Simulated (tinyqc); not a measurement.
Worked calculation: UKS/LDA (PW92) in the sto-6g basis, for H2O+, spin multiplicity 2. One step of it, computed by the program tinyqc.

Problem. Iteration 1: building the Kohn-Sham matrix. J_ij = sum D_kl (ij|kl) with D = D(alpha) + D(beta); F = H + J + V_xc; E = tr D H + tr D J / 2 + E_xc + E_nn.

D(alpha) at the start:
```
            1O 1s      1O 2s     1O 2px     1O 2py     1O 2pz      2H 1s      3H 1s
1O 1s    0.683452  -0.158750   0.086365   0.024481  -0.493780   0.085830  -0.013784
1O 2s   -0.158750   1.085885   0.180631   0.082584   0.256941  -0.587122   0.009271
1O 2px   0.086365   0.180631   0.757421  -0.102290   0.164512   0.192532  -0.387461
1O 2py   0.024481   0.082584  -0.102290   1.087504   0.055173  -0.213987   0.128131
1O 2pz  -0.493780   0.256941   0.164512   0.055173   0.490690  -0.244137  -0.214875
2H 1s    0.085830  -0.587122   0.192532  -0.213987  -0.244137   1.074726   0.262232
3H 1s   -0.013784   0.009271  -0.387461   0.128131  -0.214875   0.262232   0.514853
```

D(beta) at the start:
```
            1O 1s      1O 2s     1O 2px     1O 2py     1O 2pz      2H 1s      3H 1s
1O 1s    0.673031  -0.214265   0.068169   0.032893  -0.513078   0.177533   0.035336
1O 2s   -0.214265   0.790125   0.083690   0.127404   0.154135  -0.098569   0.270962
1O 2px   0.068169   0.083690   0.725647  -0.087600   0.130815   0.352664  -0.301687
1O 2py   0.032893   0.127404  -0.087600   1.080713   0.070752  -0.288022   0.088474
1O 2pz  -0.513078   0.154135   0.130815   0.070752   0.454954  -0.074316  -0.123911
2H 1s    0.177533  -0.098569   0.352664  -0.288022  -0.074316   0.267708  -0.170044
3H 1s    0.035336   0.270962  -0.301687   0.088474  -0.123911  -0.170044   0.283306
```

core Hamiltonian H = T + V (hartree):
```
             1O 1s      1O 2s     1O 2px     1O 2py     1O 2pz      2H 1s      3H 1s
1O 1s   -32.805629  -7.249444   0.000000   0.000000  -0.013906  -0.976569  -0.976569
1O 2s    -7.249444  -9.029844   0.000000   0.000000  -0.163143  -2.383490  -2.383490
1O 2px    0.000000   0.000000  -7.293759   0.000000   0.000000   0.000000   0.000000
1O 2py    0.000000   0.000000   0.000000  -7.370179   0.000000  -1.329037   1.329037
1O 2pz   -0.013906  -0.163143   0.000000   0.000000  -7.358328  -1.263503  -1.263503
2H 1s    -0.976569  -2.383490   0.000000  -1.329037  -1.263503  -4.219484  -0.917903
3H 1s    -0.976569  -2.383490   0.000000   1.329037  -1.263503  -0.917903  -4.219484
```

Two-electron integrals (ij|kl) in chemists' order, unique and non-zero (hartree):
```
(11|11) 4.787491    (21|11) 0.675884    (21|21) 0.121505    (22|11) 1.117379
(22|21) 0.249212    (22|22) 0.817383    (31|31) 0.025762    (32|31) 0.039145
(32|32) 0.180664    (33|11) 1.117381    (33|21) 0.249212    (33|22) 0.817382
(33|33) 0.880663    (41|41) 0.025762    (42|41) 0.039145    (42|42) 0.180664
(43|43) 0.047461    (44|11) 1.117381    (44|21) 0.249212    (44|22) 0.817382
(44|33) 0.785741    (44|44) 0.880663    (51|51) 0.025762    (52|51) 0.039145
(52|52) 0.180664    (53|53) 0.047461    (54|54) 0.047461    (55|11) 1.117381
(55|21) 0.249212    (55|22) 0.817382    (55|33) 0.785741    (55|44) 0.785741
(55|55) 0.880663    (61|11) 0.096133    (61|21) 0.016580    (61|22) 0.033314
(61|33) 0.033244    (61|41) 0.000599    (61|42) 0.001177    (61|44) 0.033358
(61|51) 0.000551    (61|52) 0.001082    (61|54) 0.000105    (61|55) 0.033340
(61|61) 0.002306    (62|11) 0.256301    (62|21) 0.058074    (62|22) 0.213799
(62|33) 0.210119    (62|41) 0.003440    (62|42) 0.026408    (62|44) 0.216104
(62|51) 0.003162    (62|52) 0.024274    (62|54) 0.005501    (62|55) 0.215175
(62|61) 0.007985    (62|62) 0.072626    (63|31) 0.006146    (63|32) 0.035589
(63|43) 0.005330    (63|53) 0.004899    (63|63) 0.009719    (64|11) 0.144303
(64|21) 0.033132    (64|22) 0.130000    (64|33) 0.124347    (64|41) 0.007815
(64|42) 0.050359    (64|44) 0.138420    (64|51) 0.001534    (64|52) 0.013577
(64|54) 0.008037    (64|55) 0.127232    (64|61) 0.004741    (64|62) 0.053649
(64|64) 0.048828    (65|11) 0.132642    (65|21) 0.030455    (65|22) 0.119495
(65|33) 0.114299    (65|41) 0.001534    (65|42) 0.013577    (65|44) 0.117437
(65|51) 0.007556    (65|52) 0.048069    (65|54) 0.008214    (65|55) 0.126748
(65|61) 0.004358    (65|62) 0.049314    (65|64) 0.035948    (65|65) 0.042762
(66|11) 0.431252    (66|21) 0.099513    (66|22) 0.420968    (66|33) 0.405374
(66|41) 0.006889    (66|42) 0.074203    (66|44) 0.430730    (66|51) 0.006332
(66|52) 0.068207    (66|54) 0.023308    (66|55) 0.426798    (66|61) 0.013779
(66|62) 0.190318    (66|64) 0.159950    (66|65) 0.147025    (66|66) 0.774999
(71|11) 0.096133    (71|21) 0.016580    (71|22) 0.033314    (71|33) 0.033244
(71|41) -0.000599   (71|42) -0.001177   (71|44) 0.033358    (71|51) 0.000551
(71|52) 0.001082    (71|54) -0.000105   (71|55) 0.033340    (71|61) 0.002275
(71|62) 0.007745    (71|64) 0.004225    (71|65) 0.004232    (71|66) 0.013265
(71|71) 0.002306    (72|11) 0.256301    (72|21) 0.058074    (72|22) 0.213799
(72|33) 0.210119    (72|41) -0.003440   (72|42) -0.026408   (72|44) 0.216104
(72|51) 0.003162    (72|52) 0.024274    (72|54) -0.005501   (72|55) 0.215175
(72|61) 0.007745    (72|62) 0.058362    (72|64) 0.030013    (72|65) 0.038626
(72|66) 0.123710    (72|71) 0.007985    (72|72) 0.072626    (73|31) 0.006146
(73|32) 0.035589    (73|43) -0.005330   (73|53) 0.004899    (73|63) 0.007547
(73|73) 0.009719    (74|11) -0.144303   (74|21) -0.033132   (74|22) -0.130000
(74|33) -0.124347   (74|41) 0.007815    (74|42) 0.050359    (74|44) -0.138420
(74|51) -0.001534   (74|52) -0.013577   (74|54) 0.008037    (74|55) -0.127232
(74|61) -0.004225   (74|62) -0.030013   (74|64) -0.008381   (74|65) -0.019480
(74|66) -0.058471   (74|71) -0.004741   (74|72) -0.053649   (74|74) 0.048828
(75|11) 0.132642    (75|21) 0.030455    (75|22) 0.119495    (75|33) 0.114299
(75|41) -0.001534   (75|42) -0.013577   (75|44) 0.117437    (75|51) 0.007556
(75|52) 0.048069    (75|54) -0.008214   (75|55) 0.126748    (75|61) 0.004232
(75|62) 0.038626    (75|64) 0.019480    (75|65) 0.032661    (75|66) 0.089042
(75|71) 0.004358    (75|72) 0.049314    (75|74) -0.035948   (75|75) 0.042762
(76|11) 0.088923    (76|21) 0.020400    (76|22) 0.082576    (76|33) 0.080481
(76|44) 0.081780    (76|51) 0.001648    (76|52) 0.015552    (76|55) 0.085466
(76|61) 0.002781    (76|62) 0.028971    (76|64) 0.018609    (76|65) 0.022118
(76|66) 0.083366    (76|71) 0.002781    (76|72) 0.028971    (76|74) -0.018609
(76|75) 0.022118    (76|76) 0.015167    (77|11) 0.431252    (77|21) 0.099513
(77|22) 0.420968    (77|33) 0.405374    (77|41) -0.006889   (77|42) -0.074203
(77|44) 0.430730    (77|51) 0.006332    (77|52) 0.068207    (77|54) -0.023308
(77|55) 0.426798    (77|61) 0.013265    (77|62) 0.123710    (77|64) 0.058471
(77|65) 0.089042    (77|66) 0.294717    (77|71) 0.013779    (77|72) 0.190318
(77|74) -0.159950   (77|75) 0.147025    (77|76) 0.083366    (77|77) 0.774999
```

nuclear repulsion = 7.29304668 hartree

V_xc(alpha) (hartree):
```
            1O 1s      1O 2s     1O 2px     1O 2py     1O 2pz      2H 1s      3H 1s
1O 1s   -2.561533  -0.343659  -0.009279  -0.003226   0.018634  -0.049561  -0.049373
1O 2s   -0.343659  -0.772351  -0.022945  -0.005179  -0.012845  -0.200318  -0.195397
1O 2px  -0.009279  -0.022945  -0.770801   0.003829  -0.013555  -0.005291  -0.004162
1O 2py  -0.003226  -0.005179   0.003829  -0.801201  -0.003293  -0.127667   0.120441
1O 2pz   0.018634  -0.012845  -0.013555  -0.003293  -0.745056  -0.116732  -0.111208
2H 1s   -0.049561  -0.200318  -0.005291  -0.127667  -0.116732  -0.504802  -0.074237
3H 1s   -0.049373  -0.195397  -0.004162   0.120441  -0.111208  -0.074237  -0.440201
```

V_xc(beta) (hartree):
```
            1O 1s      1O 2s     1O 2px     1O 2py     1O 2pz      2H 1s      3H 1s
1O 1s   -2.538932  -0.337967  -0.007119  -0.004711   0.021949  -0.048795  -0.048515
1O 2s   -0.337967  -0.759691  -0.017084  -0.006586  -0.005670  -0.186969  -0.189615
1O 2px  -0.007119  -0.017084  -0.758786   0.002407  -0.013331  -0.005231  -0.003315
1O 2py  -0.004711  -0.006586   0.002407  -0.788823  -0.002249  -0.114191   0.116710
1O 2pz   0.021949  -0.005670  -0.013331  -0.002249  -0.731469  -0.102839  -0.105451
2H 1s   -0.048795  -0.186969  -0.005231  -0.114191  -0.102839  -0.389470  -0.066706
3H 1s   -0.048515  -0.189615  -0.003315   0.116710  -0.105451  -0.066706  -0.403564
```

E_xc = sum of w rho eps_xc = -6.70851262 hartree

Give: Coulomb J; F(alpha); F(beta); total energy of this density.

Solution.

Coulomb J (hartree):
```
          1O 1s   1O 2s   1O 2px   1O 2py   1O 2pz   2H 1s    3H 1s
1O 1s   13.6274  2.5308   0.0269   0.0124  -0.0202  0.3461   0.3454
1O 2s    2.5308  7.0387   0.0974   0.0421   0.1168  1.8883   1.8668
1O 2px   0.0269  0.0974   7.0181  -0.0049   0.0266  0.0218   0.0205
1O 2py   0.0124  0.0421  -0.0049   7.1086   0.0098  1.1739  -1.1384
1O 2pz  -0.0202  0.1168   0.0266   0.0098   6.9894  1.0927   1.0749
2H 1s    0.3461  1.8883   0.0218   1.1739   1.0927  4.0876   0.7508
3H 1s    0.3454  1.8668   0.0205  -1.1384   1.0749  0.7508   3.9345
```

F(alpha) (hartree):
```
           1O 1s    1O 2s   1O 2px   1O 2py   1O 2pz    2H 1s    3H 1s
1O 1s   -21.7398  -5.0623   0.0176   0.0092  -0.0155  -0.6800  -0.6805
1O 2s    -5.0623  -2.7635   0.0744   0.0369  -0.0592  -0.6955  -0.7121
1O 2px    0.0176   0.0744  -1.0464  -0.0010   0.0131   0.0165   0.0163
1O 2py    0.0092   0.0369  -0.0010  -1.0628   0.0065  -0.2828   0.3111
1O 2pz   -0.0155  -0.0592   0.0131   0.0065  -1.1140  -0.2875  -0.2998
2H 1s    -0.6800  -0.6955   0.0165  -0.2828  -0.2875  -0.6367  -0.2413
3H 1s    -0.6805  -0.7121   0.0163   0.3111  -0.2998  -0.2413  -0.7251
```

F(beta) (hartree):
```
           1O 1s    1O 2s   1O 2px   1O 2py   1O 2pz    2H 1s    3H 1s
1O 1s   -21.7172  -5.0566   0.0198   0.0077  -0.0122  -0.6792  -0.6797
1O 2s    -5.0566  -2.7508   0.0803   0.0355  -0.0520  -0.6821  -0.7063
1O 2px    0.0198   0.0803  -1.0344  -0.0025   0.0133   0.0165   0.0171
1O 2py    0.0077   0.0355  -0.0025  -1.0504   0.0076  -0.2693   0.3074
1O 2pz   -0.0122  -0.0520   0.0133   0.0076  -1.1004  -0.2736  -0.2941
2H 1s    -0.6792  -0.6821   0.0165  -0.2693  -0.2736  -0.5214  -0.2338
3H 1s    -0.6797  -0.7063   0.0171   0.3074  -0.2941  -0.2338  -0.6885
```

total energy of this density = -60.169483 hartree
